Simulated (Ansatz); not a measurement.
## Relative stability

Two relaxed structures of C₂H₅B, singlet (PBE0-D4/def2-TZVP; forces vanish, vibrations not checked).

A:

B1  (0.450, -1.207, -0.134)
C2  (-0.089, 1.218, 0.115)
C3  (-0.531, -0.045, 0.071)
H4  (-1.601, -0.213, 0.185)
H5  (0.969, 1.438, 0.006)
H6  (-0.749, 2.071, 0.259)
H7  (0.085, -2.346, -0.177)
H8  (1.617, -0.960, -0.254)
(Å)

B:

| atom | x (Å) | y (Å) | z (Å) |
| --- | --- | --- | --- |
| B1 | -0.8697 | -0.0859 | -0.4928 |
| C2 | 0.1276 | 0.7733 | 0.2725 |
| C3 | 0.4113 | -0.7200 | 0.0321 |
| H4 | -1.8975 | -0.1878 | -1.0726 |
| H5 | 0.7397 | 1.4961 | -0.2606 |
| H6 | -0.0949 | 1.0908 | 1.2878 |
| H7 | 0.3716 | -1.3872 | 0.8891 |
| H8 | 1.2119 | -0.9795 | -0.6555 |

Ansatz 0.2.0; basis: def2-TZVPP; cores frozen in the correlated methods. B3LYP uses VWN-RPA correlation.

Question: Which structure is lower at CCSD(T), and by how much? (Judge from chemistry; the value comes from the calculation.)

Answer: The calculation gives: A, by 0.576 eV (electronic energy, against the other). By their contacts, A is C₂H₅B ([BH2][CH][CH2]) and B is C₂H₅B ([BH]1[CH2][CH2]1).

All methods give the same order:

```
   method  E(B) − E(A) (eV)
   PBE-D4             0.352
r2SCAN-D4             0.363
  PBE0-D4             0.317
 B3LYP-D4             0.575
  wB97M-V             0.415
       HF             0.749
      MP2             0.479
     CCSD             0.559
  CCSD(T)             0.576
```

The T1 diagnostic stays at or below 0.011. The restricted Hartree–Fock reference is unstable towards an unrestricted one at one or more of these structures.

Labels in which every atom is bracketed show which atoms are joined, not bond orders.

For scale, one of the runs: CCSD(T)/def2-TZVPP, 163 basis functions, launched by `ansatz run in.yaml --threads 2 --pin off --events-out ev --progress --plain --max-ram 4352MiB`. Time: 15 s of wall clock on 2 CPU threads of an Arm Neoverse V2; the host was shared. Peak host memory: 1.3 GiB.
